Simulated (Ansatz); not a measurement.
Two isomers of C3H4O: A = `O=C1CC1`, B = `CC1=CO1`.

Program: Ansatz. Geometries: PBE0-D4/def2-TZVP. ΔE: electronic, gas phase. CBS: MP2 limit from def2 TZ/QZ plus the TZ coupled-cluster correction, frozen cores. Functionals use def2-TZVPP. B3LYP here is the variant with VWN-RPA as its local correlation; programs differ in this.

**Question.** Which isomer does CCSD(T)/CBS put lower? Give the gap. (Best estimate.)

**Answer.** Computed: A, by 192.4 kJ/mol.

**Question.** Give E(B) − E(A) in kJ/mol with B3LYP, ωB97M-V, B3LYP-D4, CCSD/def2-TZVPP, PBE-D4, PBE0-D4, CCSD(T)/def2-TZVPP. (An estimate is asked.)

**Answer.** Computed: B3LYP 191.5, ωB97M-V 204.3, B3LYP-D4 191.3, CCSD/def2-TZVPP 209.0, PBE-D4 188.5, PBE0-D4 211.1, CCSD(T)/def2-TZVPP 195.0. None reverses the order clearly.

**Question.** Does the order hold for the free energy at 298.15 K (harmonic terms from PBE0-D4)? (An estimate is asked.)

**Answer.** Ansatz gave: Yes: G(B) − G(A) = +179.1 kJ/mol.

Largest T1 diagnostic: 0.029.

From PBE to PBE0 (25 % exact exchange), in def2-TZVPP and without D4, E(B) − E(A) moves by +22.7 kJ/mol. Leaving LDA and LC-ωPBE aside and taking each functional with its dispersion term where it has one, the values, not all of them listed here, spread over 46.8 kJ/mol, from BLYP-D4 to PBE-QIDH. LDA lies +14.6 kJ/mol from PBE without D4.
